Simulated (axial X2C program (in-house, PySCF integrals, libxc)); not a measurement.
# Outer orbitals of SiC⁺ at 1.826 Å, PBE50

Computed with an axial X2C code built on PySCF integrals. Spin-free means the one-electron spin-free X2C Hamiltonian; two-component (2c) means X2C with spin–orbit coupling and atomic mean-field two-electron Coulomb and Gaunt terms, so the difference of the two also holds small scalar two-electron terms. Basis: Si dyall-v3z [8s7p2d1f], C dyall-v3z [7s6p2d1f] (cores contracted in-house); Gaussian nuclei, density fitting, unrestricted open shells. Masses: Si 27.977 u, C 12.000 u.

The distance is close to the 2c PBE0 minimum; the highest filled and lowest empty levels are listed.

Spin-free orbitals, state M_S = 3/2, Λ = 0 (beyond evenly filled blocks: σα, π+α, π-α) (Löwdin shares):

```json
{"symmetry": "σα", "occupied": "yes", "ε (eV)": "-29.03", "atomic character": "58% C s, 19% Si s, 12% Si p"}
{"symmetry": "σβ", "occupied": "yes", "ε (eV)": "-24.94", "atomic character": "44% C s, 31% Si s, 11% C p"}
{"symmetry": "σα", "occupied": "yes", "ε (eV)": "-21.07", "atomic character": "39% C p, 37% Si s, 16% C s"}
{"symmetry": "σβ", "occupied": "yes", "ε (eV)": "-17.96", "atomic character": "45% Si s, 26% Si p, 16% C s"}
{"symmetry": "π+α", "occupied": "yes", "ε (eV)": "-16.90", "atomic character": "72% C p, 20% Si p, 5% Si d"}
{"symmetry": "π-α", "occupied": "yes", "ε (eV)": "-16.90", "atomic character": "72% C p, 20% Si p, 5% Si d"}
{"symmetry": "σα", "occupied": "yes", "ε (eV)": "-16.75", "atomic character": "38% C p, 34% Si p, 23% Si s"}
{"symmetry": "π+β", "occupied": "no", "ε (eV)": "-9.84", "atomic character": "65% Si p, 32% C p, 2% C d"}
{"symmetry": "π-β", "occupied": "no", "ε (eV)": "-9.84", "atomic character": "65% Si p, 32% C p, 2% C d"}
{"symmetry": "σβ", "occupied": "no", "ε (eV)": "-9.09", "atomic character": "54% C p, 22% Si p, 16% C s"}
{"symmetry": "π-α", "occupied": "no", "ε (eV)": "-8.46", "atomic character": "73% Si p, 18% C p, 5% Si d"}
{"symmetry": "π+α", "occupied": "no", "ε (eV)": "-8.46", "atomic character": "73% Si p, 18% C p, 5% Si d"}
```

Spinors with spin–orbit coupling (state Ω = 3/2):

| ω | occupied | ε (eV) | atomic character | λ mixture |
| --- | --- | --- | --- | --- |
| 1/2 | yes | -29.03 | 58% C s, 19% Si s, 12% Si p | 100% σ |
| -1/2 | yes | -24.94 | 44% C s, 31% Si s, 11% C p | 100% σ |
| 1/2 | yes | -21.07 | 39% C p, 37% Si s, 16% C s | 100% σ |
| -1/2 | yes | -17.96 | 45% Si s, 26% Si p, 16% C s | 100% σ |
| -1/2 | yes | -16.90 | 72% C p, 21% Si p, 5% Si d | 100% π |
| 3/2 | yes | -16.90 | 72% C p, 20% Si p, 5% Si d | 100% π |
| 1/2 | yes | -16.75 | 38% C p, 34% Si p, 23% Si s | 100% σ |
| 1/2 | no | -9.85 | 65% Si p, 32% C p, 2% C d | 100% π |
| -3/2 | no | -9.84 | 65% Si p, 32% C p, 2% C d | 100% π |
| -1/2 | no | -9.09 | 54% C p, 22% Si p, 16% C s | 100% σ |
| -1/2 | no | -8.46 | 72% Si p, 18% C p, 5% Si d | 100% π |

Mulliken charges and populations of the two-component result (they depend on the basis, above all on diffuse functions):

Si 0.84 e (s 5.88 p 7.11 d 0.15 f 0.02), C 0.16 e (s 3.60 p 2.22 d 0.02). ⟨Lz⟩ = 0.00 ħ and ⟨Sz⟩ = 1.50 ħ (0.36 and 1.14 on the two atoms), which add up to Ω.

Occupations by symmetry block were frozen at the best pattern of an incomplete PBE0 search. Density functionals use the spin component along the axis (collinear). With several unpaired electrons one determinant need not be a pure state. This is the top spin component of a Σ state; components of lower Ω are not single determinants and can lie lower.
